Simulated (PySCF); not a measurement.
## Dipole moment and polarisability across levels of theory

Compound: ethyl propyl ether, C5H12O.
Bonds: C1–C2, C2–C3, C3–O4, O4–C5, C5–C6. Hydrogens: H7, H8, H9 on C1; H10, H11 on C2; H12, H13 on C3; H14, H15 on C5; H16, H17, H18 on C6.

PySCF, dipoles from the SCF density, polarisabilities from static response with core orbitals frozen. The structure is a single PBE0-D3(BJ)/def2-SVP conformer in the gas phase; no vibrational or solvent corrections.

Task: Compare the levels for these properties.

Result: 

| level | μ (D) | α (au) | error (%) | anisotropy (au) |
| --- | --- | --- | --- | --- |
| PBE/def2-SVPD | 0.881 | 73.36 | +1.8 | 23.34 |
| B3LYP/def2-SVPD | 0.981 | 70.92 | -1.6 | 21.44 |
| PBE0/def2-SVPD | 0.976 | 70.19 | -2.6 | 21.46 |
| BHandHLYP/def2-SVPD | 1.072 | 68.08 | -5.5 | 19.83 |
| CAM-B3LYP/def2-SVPD | 1.043 | 69.73 | -3.2 | 20.37 |
| wB97X-D/def2-SVPD | 1.012 | 69.61 | -3.4 | 20.35 |
| LC-wPBE/def2-SVPD | 1.072 | 67.82 | -5.9 | 19.51 |
| PBE0/6-31G* | 0.913 | 59.11 | -18.0 | 17.67 |
| PBE0/6-31+G* | 1.048 | 64.78 | -10.1 | 17.71 |
| PBE0/def2-SVP | 0.968 | 61.23 | -15.0 | 18.32 |
| PBE0/aug-cc-pVDZ | 0.917 | 72.01 | -0.1 | 22.62 |
| PBE0/def2-TZVP | 0.891 | 68.74 | -4.6 | 21.15 |

Reference polarisability: 10.680 Å³ (measured, gas; NIST CCCBDB Release 22 (SRD 101), experimental polarizabilities). The anisotropy is √(½[(α1 − α2)² + (α2 − α3)² + (α3 − α1)²]). For the polarisability, the smallest error is 0.1% (PBE0/aug-cc-pVDZ) and the largest 18.0% (PBE0/6-31G*). The dipole runs from 0.88 D (PBE/def2-SVPD) to 1.07 D (LC-wPBE/def2-SVPD). In one basis (def2-SVPD) the functionals order the polarisability from LC-wPBE (lowest) to PBE (highest), a spread of 8%. With PBE0 the polarisability is 63.03 au without diffuse functions (mean of 6-31G*, def2-SVP and def2-TZVP) and 68.99 au with them (mean of 6-31+G*, def2-SVPD and aug-cc-pVDZ). Measured values can belong to vibrating molecules and may average over conformers; the computed ones are for one fixed geometry.
